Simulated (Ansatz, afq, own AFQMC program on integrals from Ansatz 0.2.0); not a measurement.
# AlNH2, triplet: AFQMC among the cluster methods

```json
{"atom": "Al", "x (Å)": "0.0000", "y (Å)": "-0.0884", "z (Å)": "0.6720"}
{"atom": "N", "x (Å)": "0.0000", "y (Å)": "0.0422", "z (Å)": "-1.2395"}
{"atom": "H", "x (Å)": "0.0000", "y (Å)": "1.3465", "z (Å)": "1.4053"}
{"atom": "H", "x (Å)": "0.0000", "y (Å)": "0.4337", "z (Å)": "-2.1691"}
```

Connectivity, by distances: AlH–NH.

Basis cc-pVDZ. Noble-gas cores (and the filled d shells of Ga–Kr and In–Xe) are frozen. AFQMC by an in-house program on the Cholesky factors that Ansatz 0.2.0 writes for its CCSD(T) run. ph-AFQMC/CISD is guided by a CISD state made of CCSD amplitudes; releasing the constraint for a short imaginary time cuts its bias at the price of noise, slowly where states lie close. Error bars are statistical, one sigma.

Determinant: UHF, the one that the program's search chose, which needn't be the lowest solution. The geometry is a point of a scan.

No full CI on the walks' own integrals is used here; CCSDT(Q) serves as the reference and is uncertain by about the last step of the cluster series.

Cautions: lower spins were not checked; the ph-AFQMC/CISD walk drifts between its halves (2.3 errors).

```
T1 diagnostic                               : 0.0235
weight of the determinant in the CISD state : 0.897
⟨S²⟩ of the determinant                     : 2.018
size of the correlated space                : 10 electrons in 36 orbitals
```

Reference: CCSDT(Q), correlation energy -5.901 eV. The released energy is read at 2.40 1/Eh (meV from the phaseless value at times in 1/Eh: 1 ± 9 at 0.24, -12 ± 11 at 0.51, -5 ± 12 at 0.99, -9 ± 14 at 1.62, -13 ± 11 at 2.40).

```
         level  E − E(reference) (mEh)  share of correlation (%)
            HF                  216.85                      0.00
           MP2                   34.76                     83.97
          CCSD                    7.23                     96.66
       CCSD(T)                    1.79                     99.18
         CCSDT                    0.56                     99.74
   ph-AFQMC/HF             2.29 ± 1.80                     98.94
 ph-AFQMC/CISD             0.68 ± 0.49                     99.68
released AFQMC             0.22 ± 0.40                     99.90
```

A walk keeps the symmetry of its determinant, which the program's search chose and which needn't be the lowest solution, so a lower state of the same spin and another symmetry isn't excluded. Released energies are given only where the last usable release times agree within the noise; a slower fall can still hide under it.
